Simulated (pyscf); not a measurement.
`[SiH3][I]` + `[H]` [doublet] → `[SiH2][I]` [doublet] + `[H][H]`, a hydrogen abstraction (doublet surface; H–Si broken, H–H formed). Optimised with ωB97X-D3(BJ)/def2-SVP in PySCF. Energies in eV from the separated reactants.

Small-basis levels: PySCF, no dispersion term, spherical d functions. Open shells are spin-unrestricted. 

Question: In single points MP2/6-31G*+LANL2DZ puts the saddle at 0.46 eV and the reaction energy at -0.41 eV. Should these be trusted to within a few kcal/mol? Compare with ωB97M-D3(BJ)/def2-TZVP.

Answer: ωB97M-D3(BJ)/def2-TZVP gives ΔE‡ = 0.19 eV and ΔE = -0.59 eV. MP2/6-31G*+LANL2DZ lies 0.27 eV over it in the barrier and 0.17 eV over it in the reaction energy, so on this step it does not hold to within 0.13 eV. ωB97M-D3(BJ)/def2-TZVP has limits of its own. One saddle was located; it need not be the lowest between these sides. The angle at the transferred H is 179°. In the def2 sets elements past Kr carry core potentials, without spin-orbit coupling.
